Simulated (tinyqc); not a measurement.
Inside a calculation. Method: RKS/exchange-only LDA in the sto-3g basis, for H2O, spin multiplicity 1. One step of it, computed by the program tinyqc.

Task: Iteration 2: building the Kohn-Sham matrix. J_ij = sum D_kl (ij|kl); F = H + J + V_xc; E = tr D H + tr D J / 2 + E_xc + E_nn.

D after iteration 1:
```
            1O 1s      1O 2s    1O 2px     1O 2py     1O 2pz      2H 1s      3H 1s
1O 1s    2.123523  -0.528153  0.000000  -0.000349  -0.017653   0.032615   0.031843
1O 2s   -0.528153   2.256671  0.000000   0.001911   0.094276  -0.136052  -0.132771
1O 2px   0.000000   0.000000  2.000000   0.000000   0.000000   0.000000   0.000000
1O 2py  -0.000349   0.001911  0.000000   2.071035   0.001113  -0.103417   0.101722
1O 2pz  -0.017653   0.094276  0.000000   0.001113   2.063494  -0.103153  -0.101540
2H 1s    0.032615  -0.136052  0.000000  -0.103417  -0.103153   0.017963   0.007469
3H 1s    0.031843  -0.132771  0.000000   0.101722  -0.101540   0.007469   0.017298
```

core Hamiltonian H = T + V (hartree):
```
             1O 1s      1O 2s     1O 2px     1O 2py     1O 2pz      2H 1s      3H 1s
1O 1s   -32.430161  -7.543982   0.000000  -0.000113  -0.011479  -0.786507  -0.765145
1O 2s    -7.543982  -9.057705   0.000000  -0.001359  -0.143519  -2.035558  -1.990978
1O 2px    0.000000   0.000000  -7.225497   0.000000   0.000000   0.000000   0.000000
1O 2py   -0.000113  -0.001359   0.000000  -7.287908  -0.000738  -1.158691   1.136671
1O 2pz   -0.011479  -0.143519   0.000000  -0.000738  -7.279367  -1.109535  -1.088400
2H 1s    -0.786507  -2.035558   0.000000  -1.158691  -1.109535  -3.987763  -0.725046
3H 1s    -0.765145  -1.990978   0.000000   1.136671  -1.088400  -0.725046  -3.959325
```

Two-electron integrals (ij|kl) in chemists' order, unique and non-zero (hartree):
```
(11|11) 4.785065    (21|11) 0.741380    (21|21) 0.136873    (22|11) 1.118947
(22|21) 0.256633    (22|22) 0.817206    (31|31) 0.024477    (32|31) 0.037809
(32|32) 0.180518    (33|11) 1.115814    (33|21) 0.256684    (33|22) 0.817023
(33|33) 0.880159    (41|41) 0.024477    (42|41) 0.037809    (42|42) 0.180518
(43|43) 0.047444    (44|11) 1.115814    (44|21) 0.256684    (44|22) 0.817023
(44|33) 0.785270    (44|44) 0.880159    (51|51) 0.024477    (52|51) 0.037809
(52|52) 0.180518    (53|53) 0.047444    (54|54) 0.047444    (55|11) 1.115814
(55|21) 0.256684    (55|22) 0.817023    (55|33) 0.785270    (55|44) 0.785270
(55|55) 0.880159    (61|11) 0.077390    (61|21) 0.014185    (61|22) 0.026489
(61|33) 0.026440    (61|41) 0.000456    (61|42) 0.000867    (61|44) 0.026521
(61|51) 0.000424    (61|52) 0.000805    (61|54) 0.000075    (61|55) 0.026510
(61|61) 0.001487    (62|11) 0.218574    (62|21) 0.050894    (62|22) 0.183360
(62|33) 0.180071    (62|41) 0.002772    (62|42) 0.022667    (62|44) 0.185267
(62|51) 0.002576    (62|52) 0.021063    (62|54) 0.004828    (62|55) 0.184558
(62|61) 0.005387    (62|62) 0.054297    (63|31) 0.004940    (63|32) 0.030133
(63|43) 0.004509    (63|53) 0.004190    (63|63) 0.007143    (64|11) 0.125019
(64|21) 0.029453    (64|22) 0.113371    (64|33) 0.108453    (64|41) 0.006320
(64|42) 0.043110    (64|44) 0.120477    (64|51) 0.001283    (64|52) 0.012058
(64|54) 0.006984    (64|55) 0.111050    (64|61) 0.003230    (64|62) 0.040886
(64|64) 0.037610    (65|11) 0.116174    (65|21) 0.027369    (65|22) 0.105350
(65|33) 0.100780    (65|41) 0.001283    (65|42) 0.012058    (65|44) 0.103574
(65|51) 0.006131    (65|52) 0.041338    (65|54) 0.007105    (65|55) 0.111572
(65|61) 0.003002    (65|62) 0.037993    (65|64) 0.028312    (65|65) 0.033451
(66|11) 0.405260    (66|21) 0.095834    (66|22) 0.398130    (66|33) 0.383936
(66|41) 0.005817    (66|42) 0.067668    (66|44) 0.406557    (66|51) 0.005406
(66|52) 0.062881    (66|54) 0.021021    (66|55) 0.403470    (66|61) 0.010186
(66|62) 0.159597    (66|64) 0.137495    (66|65) 0.127768    (66|66) 0.774606
(71|11) 0.075285    (71|21) 0.013799    (71|22) 0.025769    (71|33) 0.025722
(71|41) -0.000443   (71|42) -0.000841   (71|44) 0.025800    (71|51) 0.000411
(71|52) 0.000781    (71|54) -0.000073   (71|55) 0.025789    (71|61) 0.001429
(71|62) 0.005102    (71|64) 0.002839    (71|65) 0.002846    (71|66) 0.009607
(71|71) 0.001408    (72|11) 0.213595    (72|21) 0.049738    (72|22) 0.179321
(72|33) 0.176104    (72|41) -0.002706   (72|42) -0.022185   (72|44) 0.181187
(72|51) 0.002514    (72|52) 0.020607    (72|54) -0.004722   (72|55) 0.180489
(72|61) 0.005125    (72|62) 0.042328    (72|64) 0.022265    (72|65) 0.028815
(72|66) 0.100115    (72|71) 0.005121    (72|72) 0.052052    (73|31) 0.004816
(73|32) 0.029423    (73|43) -0.004407   (73|53) 0.004093    (73|63) 0.005365
(73|73) 0.006831    (74|11) -0.122497   (74|21) -0.028860   (74|22) -0.111174
(74|33) -0.106363   (74|41) 0.006166    (74|42) 0.042142    (74|44) -0.118124
(74|51) -0.001253   (74|52) -0.011814   (74|54) 0.006832    (74|55) -0.108907
(74|61) -0.002860   (74|62) -0.022348   (74|64) -0.006753   (74|65) -0.014959
(74|66) -0.049500   (74|71) -0.003078   (74|72) -0.039308   (74|74) 0.036209
(75|11) 0.113784    (75|21) 0.026808    (75|22) 0.103267    (75|33) 0.098797
(75|41) -0.001253   (75|42) -0.011814   (75|44) 0.101536    (75|51) 0.005980
(75|52) 0.040397    (75|54) -0.006950   (75|55) 0.109346    (75|61) 0.002866
(75|62) 0.028864    (75|64) 0.014935    (75|65) 0.024734    (75|66) 0.074271
(75|71) 0.002859    (75|72) 0.036512    (75|74) -0.027288   (75|75) 0.032178
(76|11) 0.069694    (76|21) 0.016413    (76|22) 0.065452    (76|33) 0.063759
(76|41) -2.09e-06   (76|42) -0.000029   (76|44) 0.064791    (76|51) 0.001202
(76|52) 0.012321    (76|54) -0.000007   (76|55) 0.067734    (76|61) 0.001724
(76|62) 0.020208    (76|64) 0.013324    (76|65) 0.015944    (76|66) 0.067026
(76|71) 0.001677    (76|72) 0.019828    (76|74) -0.013136   (76|75) 0.015681
(76|76) 0.010198    (77|11) 0.401713    (77|21) 0.095000    (77|22) 0.394940
(77|33) 0.380970    (77|41) -0.005727   (77|42) -0.066814   (77|44) 0.403246
(77|51) 0.005320    (77|52) 0.062062    (77|54) -0.020692   (77|55) 0.400190
(77|61) 0.009789    (77|62) 0.101546    (77|64) 0.050076    (77|65) 0.075152
(77|66) 0.276730    (77|71) 0.009820    (77|72) 0.155590    (77|74) -0.134472
(77|75) 0.124907    (77|76) 0.067026    (77|77) 0.774606
```

nuclear repulsion = 6.79732202 hartree

V_xc (hartree):
```
            1O 1s      1O 2s     1O 2px     1O 2py     1O 2pz      2H 1s      3H 1s
1O 1s   -2.832993  -0.408113   0.000000  -0.000009  -0.000507  -0.042862  -0.041696
1O 2s   -0.408113  -0.769836   0.000000  -0.000006  -0.000681  -0.142662  -0.139298
1O 2px   0.000000   0.000000  -0.765513   0.000000   0.000000   0.000000   0.000000
1O 2py  -0.000009  -0.000006   0.000000  -0.765048   0.000014  -0.077612   0.075928
1O 2pz  -0.000507  -0.000681   0.000000   0.000014  -0.765101  -0.071847  -0.070247
2H 1s   -0.042862  -0.142662   0.000000  -0.077612  -0.071847  -0.143470  -0.034989
3H 1s   -0.041696  -0.139298   0.000000   0.075928  -0.070247  -0.034989  -0.140439
```

E_xc = sum of w rho eps_xc = -8.91828242 hartree

Give: Coulomb J; Kohn-Sham matrix F; total energy of this density.

Result:

Coulomb J (hartree):
```
          1O 1s   1O 2s  1O 2px   1O 2py  1O 2pz   2H 1s    3H 1s
1O 1s   18.5592  3.5388  0.0000   0.0000  0.0022  0.3671   0.3571
1O 2s    3.5388  8.7933  0.0000   0.0000  0.0024  1.9057   1.8634
1O 2px   0.0000  0.0000  8.7862   0.0000  0.0000  0.0000   0.0000
1O 2py   0.0000  0.0000  0.0000   8.7850  0.0000  1.1570  -1.1345
1O 2pz   0.0022  0.0024  0.0000   0.0000  8.7852  1.0749   1.0535
2H 1s    0.3671  1.9057  0.0000   1.1570  1.0749  3.9832   0.6622
3H 1s    0.3571  1.8634  0.0000  -1.1345  1.0535  0.6622   3.9511
```

Kohn-Sham matrix F (hartree):
```
           1O 1s    1O 2s  1O 2px   1O 2py   1O 2pz    2H 1s    3H 1s
1O 1s   -16.7039  -4.4133  0.0000  -0.0001  -0.0098  -0.4623  -0.4498
1O 2s    -4.4133  -1.0343  0.0000  -0.0013  -0.1418  -0.2725  -0.2668
1O 2px    0.0000   0.0000  0.7952   0.0000   0.0000   0.0000   0.0000
1O 2py   -0.0001  -0.0013  0.0000   0.7321  -0.0008  -0.0793   0.0781
1O 2pz   -0.0098  -0.1418  0.0000  -0.0008   0.7407  -0.1065  -0.1052
2H 1s    -0.4623  -0.2725  0.0000  -0.0793  -0.1065  -0.1480  -0.0979
3H 1s    -0.4498  -0.2668  0.0000   0.0781  -0.1052  -0.0979  -0.1486
```

total energy of this density = -72.453950 hartree
